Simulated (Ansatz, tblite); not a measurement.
**The cluster Hf₂P₂: rung by rung**

Aim: run the singlet of the cluster Hf₂P₂ at one geometry on many levels, and compare frontier levels, spin and run time.

The runs use Ansatz 0.2.0, Gaussian basis; as each input shows.

The runs, in order: GFN1-xTB, GFN2-xTB, PBE-D4/def2-TZVP, r2SCAN-D4/def2-TZVP, PBE-QIDH/def2-TZVP, r2SCANh-D4/def2-TZVP, r2SCAN0-D4/def2-TZVP, LC-ωPBE/def2-TZVP, B97M-V/def2-TZVP, PBE-D4/def2-SVP, PBE0-D4/def2-SVP, PBE0-D4/def2-TZVPD, PBE-D4/def2-TZVPD, r2SCAN-D4/def2-TZVPD, CCSD(T)/def2-TZVPP, MP2/def2-TZVP, RPA/def2-TZVP.

1 further run of the same task is left out (set aside as unsound or not needed). Runs told in other sessions of the task aren't counted.

## (1) The structure

The geometry is that of the singlet, from an earlier relaxation (PBE-D4/def2-SVP). At that level it is the lowest of the isomers that a small search found.

4 atoms, charge 0, spin multiplicity 1.

Bond lengths: Hf1–P3 2.417 Å, Hf1–P4 2.417 Å, Hf2–P3 2.417 Å, Hf2–P4 2.417 Å. Angles: P3–Hf1–P4 94.8°, P3–Hf2–P4 94.8°, Hf1–P3–Hf2 68.4°, Hf1–P4–Hf2 68.4°.

Hf takes a core potential in the def2 sets. No spin-orbit coupling is included.

PBE0-D4/def2-TZVP was run before; its log isn't repeated, and its numbers join the tables.

## (2) GFN1-xTB

Tight binding, by tblite at 300 K electronic temperature and without a spin-polarisation term:

```python
tblite.interface.Calculator('GFN1-xTB', numbers, positions, charge=0, uhf=0).singlepoint()
```

Energy -197.5954 eV, HOMO -6.28 eV, LUMO -6.11 eV; 0.007 s.

## (3) GFN2-xTB

Tight binding, by tblite at 300 K electronic temperature and without a spin-polarisation term:

```python
tblite.interface.Calculator('GFN2-xTB', numbers, positions, charge=0, uhf=0).singlepoint()
```

Energy -211.7315 eV, HOMO -8.45 eV, LUMO -8.34 eV; 0.019 s.

## (4) PBE-D4/def2-TZVP

start.molden holds the orbitals of an earlier run on this state, given as this run's starting guess.

File in.yaml:

```yaml
crystal:
  periodic: [false, false, false]
  atoms:
    - {symbol: Hf, position_ang: [0.849792, 0.229355, 1.130747]}
    - {symbol: Hf, position_ang: [-0.263686, -0.922387, -1.064435]}
    - {symbol: P, position_ang: [0.856745, 1.219285, -1.074295]}
    - {symbol: P, position_ang: [-1.442850, -0.526252, 1.007973]}
basis:
  gaussian: {orbitals: def2-TZVP, initial_orbitals: start.molden}
hamiltonian: {xc: pbe, dispersion: d4}
scf: {omitted_lower_state_checks: [starts]}
output: {orbitals: {seedname: orbitals}}
```

The run is started by

```bash
> ansatz run in.yaml --threads 4 --pin off --events-out ev --progress --plain --max-ram 3916MiB
```

After this run come: r2SCAN-D4/def2-TZVP; PBE-QIDH/def2-TZVP; r2SCANh-D4/def2-TZVP; r2SCAN0-D4/def2-TZVP; LC-ωPBE/def2-TZVP; B97M-V/def2-TZVP; PBE-D4/def2-SVP; PBE0-D4/def2-SVP; PBE0-D4/def2-TZVPD; PBE-D4/def2-TZVPD; r2SCAN-D4/def2-TZVPD; CCSD(T)/def2-TZVPP; MP2/def2-TZVP; RPA/def2-TZVP.

Q: Predict the results of all the runs planned. Wanted: gap in def2-TZVP, named functionals, smallest and largest; correlation energy, CCSD(T)/def2-TZVPP; correlation energy, MP2/def2-TZVP; binding an atom, functionals in def2-TZVP; PBE0 total energy, smallest basis above largest.

As calculated:

| quantity | value |
| --- | --- |
| gap in def2-TZVP, named functionals, smallest and largest | 0.63 eV (PBE-D4), 5.68 eV (LC-ωPBE) |
| correlation energy, CCSD(T)/def2-TZVPP | -28.24 eV |
| correlation energy, MP2/def2-TZVP | -25.73 eV |
| binding an atom, functionals in def2-TZVP | 2.98 (LC-ωPBE) to 3.62 eV (PBE-D4) |
| PBE0 total energy, smallest basis above largest | 6.86 eV (def2-SVP, def2-TZVPD) |

What this shows: Over the named functionals in def2-TZVP the gap runs from 0.63 eV (PBE-D4) to 5.68 eV (LC-ωPBE); exact exchange widens it. Notes on CCSD(T)/def2-TZVPP and its Hartree-Fock reference, which MP2 shares: restricted state is unstable towards broken spin symmetry.
